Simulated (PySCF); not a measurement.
Methanethiol, CH4S, SMILES CS at its CAM-B3LYP/def2-SVP optimised geometry (Å):

```
6

C      0.7857    -0.1425     0.0000
S     -1.0303    -0.1425     0.0000
H      1.1952     0.3374     0.8988
H      1.0961    -1.1958    -0.0004
H      1.1952     0.3380    -0.8985
H     -1.1952     1.1958     0.0000
```

Computed with CAM-B3LYP/def2-TZVP in PySCF.

Map of the Laplacian of the electron density (e/bohr⁵) on the plane z = 1.2 Å:

```
|22222222222222222222222222222|
|22222222222222222222222222222|
|22222222222222222222222222222|
|22222222222222222222222222222|
|22222222222222222222222222222|
|22222222222222222222222222222|
|22222222222222222222222222222|
|22222222222222222222222222222|
|22222222222222222222222222222|
|22222222333322222333322222222|
|22222223333333333455532222222|
|22222233444443345788753222222|
|22222234455544457887974222222|
|22222234555555568850874222222|
|22222334555655568987864222222|
|22222334555655567999753222222|
|22222334555555456776543222222|
|22222234455544444554432222222|
|22222233344433333443322222222|
|22222222333333223333222222222|
|22222222222222222222222222222|
|22222222222222222222222222222|
|22222222222222222222222222222|
|22222222222222222222222222222|
|22222222222222222222222222222|
|22222222222222222222222222222|
|22222222222222222222222222222|
|22222222222222222222222222222|
|22222222222222222222222222222|
```
Scale: ten equal steps from -0.028 (start of '0') to 0.106 (end of '9'), in the order '0123456789'; x runs from -3.50 to 3.50, y from -3.50 (bottom) to 3.50 (top).
